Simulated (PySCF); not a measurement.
Compound: C₃H₂FPS.
SMILES with atom numbers: `[F:1][c:2]1[cH:3][p:4][cH:5][s:6]1`

Structure used (GFN2-xTB), in Å, numbered top down from 1:
```xyz
8
C3H2FPS angstrom
F      2.290   -0.617   -0.421
C      1.016   -0.287   -0.193
C      0.609    0.937    0.205
P     -1.130    1.139    0.445
C     -1.467   -0.474    0.011
S     -0.174   -1.515   -0.427
H      1.316    1.734    0.365
H     -2.451   -0.907   -0.010
```

The calculation used PySCF 2.14.0, delta-SCF UKS SCAN, pcX-2 on the ionised atom, pcseg-1 elsewhere, spin-free X2C. The ground state was rerun for each ionised atom, in the same mixed basis as its hole state.

| ionised atom | basis functions | E(ionised) (Eh) | binding energy (eV) |
| --- | --- | --- | --- |
| C2 | 133 | -945.88041 | 293.420 |
| C3 | 133 | -945.98262 | 290.501 |
| C5 | 133 | -945.96830 | 290.871 |
| F1 | 133 | -931.21877 | 693.472 |
| P4 | 144 | -877.73362 | 2149.936 |
| S6 | 144 | -865.70530 | 2478.631 |

Task: Fill in the total energy of each ground state.

Result: With binding energy = E(ionised) − E(ground) and 27.2114 eV a hartree:

```csv
atom,binding energy (Eh),E(ground) (Eh)
C2,10.7830,-956.6634
C3,10.6757,-956.6583
C5,10.6893,-956.6576
F1,25.4846,-956.7034
P4,79.0087,-956.7423
S6,91.0880,-956.7933
```

Task: How much do the ground-state energies differ, and what would follow from using one of them for all holes?

Result: They run from -956.7933 Eh (core basis on S6) to -956.6576 Eh (on C5), 0.1357 Eh or 3.69 eV apart, though the state is the same; only basis and grid differ. Pairing the ion of C5 with the ground state of S6 would put its binding energy 3.69 eV too high.

The listed C 1s values span 2.92 eV, from C3 (bonded to C (aromatic in the SMILES), H and P (aromatic in the SMILES)) to C2 (bonded to F, S (aromatic in the SMILES) and C (aromatic in the SMILES)).

Only 1s holes are shown. Isolated species at its GFN2-xTB geometry, gas phase.
